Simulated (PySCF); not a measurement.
## Multinuclear NMR of Boronic Acid

Numbering as in the mapped SMILES `[OH:1][BH:2][OH:3]`. Each H is labelled by its parent atom.

Method: PBE0-D3(BJ)/def2-TZVP structure, B97-2/pcSseg-2 with gauge-including orbitals, in PySCF 2.14 (one conformer, no solvent, non-relativistic, fast rotation and ring inversion assumed for equivalent nuclei).

Question: What are the 11B shifts?

Answer: 
| atoms | environment | σ (ppm) | δ (ppm) |
| --- | --- | --- | --- |
| B2 | boron bonded to 2 O, H | 75.8 | 24.1 |

Shieldings were converted by a linear fit to measured shifts: 11B (scatter 2.4 ppm rms, 9.8 ppm with the 3 outliers that the fit left out vs BF3·OEt2, solution or neat liquid). Occasional misses reach two or three times the rms, and more in compound classes unlike the fitted ones.

On a 400 MHz spectrometer 11B resonates near 128.3 MHz, so 1 ppm is 128.3 Hz.

Question: Where does 17O resonate?

Answer: 
| atoms | environment | σ (ppm) | δ (ppm) |
| --- | --- | --- | --- |
| O1/O3 | oxygen bonded to B, H | 208.4 | 76.7 |

Shieldings were converted by a linear fit to measured shifts: 17O: δ = 274.03 − 0.947σ (rms 12.2 ppm, 99 shifts vs liquid water, solution or neat liquid). Occasional misses reach two or three times the rms, and more in compound classes unlike the fitted ones.

On a 500 MHz spectrometer 17O resonates near 67.8 MHz, so 1 ppm is 67.8 Hz.
